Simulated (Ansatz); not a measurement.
A nudged elastic band was laid between two geometries of CH$_{4}$BS (7 atoms, charge 0, multiplicity 2).

Theory: Ansatz, UKS BLYP/def2-mTZVP.

```yaml
movable_images: 5
climbing_image: yes
spring: 5.0 eV/Å²
optimiser: quadratic models (default)
start_path: through a guess of the saddle point
force_threshold: 0.03 eV/Å
iteration_limit: 60
end_points: relaxed
```

Image 0:

```xyz
7
Properties=species:S:1:pos:R:3
C -0.632 0.378 -0.095
B 0.727 -0.429 0.041
S 1.496 -0.944 1.526
H -1.343 -0.208 -0.700
H -0.452 1.308 -0.660
H -1.114 0.636 0.855
H 1.318 -0.741 -0.967
```

Image 6:

```xyz
7
Properties=species:S:1:pos:R:3
C -0.868 0.525 -0.111
B 0.464 -0.234 -0.390
S 1.571 -0.988 0.787
H -1.708 -0.002 -0.594
H -0.849 1.525 -0.573
H -1.125 0.652 0.954
H 2.515 -1.480 -0.074
```

(1) What changes between the two ends?

(2) What energy profile does the band end with?

(3) What is the geometry of the highest image?

Results:

(1) Bonds broken: B2–H7. Bonds formed: S3–H7.

(2) It converged. The highest image is number 4 of 0 to 6, 170.0 kJ/mol above the first end and 71.7 kJ/mol above the last; the last end lies 98.3 kJ/mol above the first. Neighbouring images differ by up to 1.6 eV, so the band resolves the path poorly. A vibrational analysis at the climbing image gives one clearly imaginary mode, 1318i cm⁻¹: a first-order saddle point.

```tsv
image	path coordinate (Å)	energy (kJ/mol)	B2–H7 (Å)	S3–H7 (Å)
0	0.00	0.0	1.21	2.51
1	0.84	2.6	1.21	2.49
2	1.67	2.8	1.21	2.50
3	2.51	17.3	1.23	2.22
4	3.35	170.0	1.62	1.47
5	4.40	99.2	2.44	1.37
6	5.46	98.3	2.42	1.37
```

(3) 
```xyz
7
Properties=species:S:1:pos:R:3:forces:R:3
C -0.769 0.495 -0.093 0.00 0.00 0.01
B 0.631 -0.168 0.032 0.00 0.00 0.00
S 1.331 -1.783 0.277 0.00 0.00 0.00
H -1.595 -0.239 -0.086 0.00 0.00 0.00
H -0.850 1.093 -1.013 0.00 0.00 0.00
H -0.937 1.199 0.738 0.00 0.00 0.00
H 2.189 -0.597 0.145 0.00 0.00 0.00
```

The run took 84 s on 2 threads of Arm Neoverse V2 (shared host), peak memory 0.15 GiB.
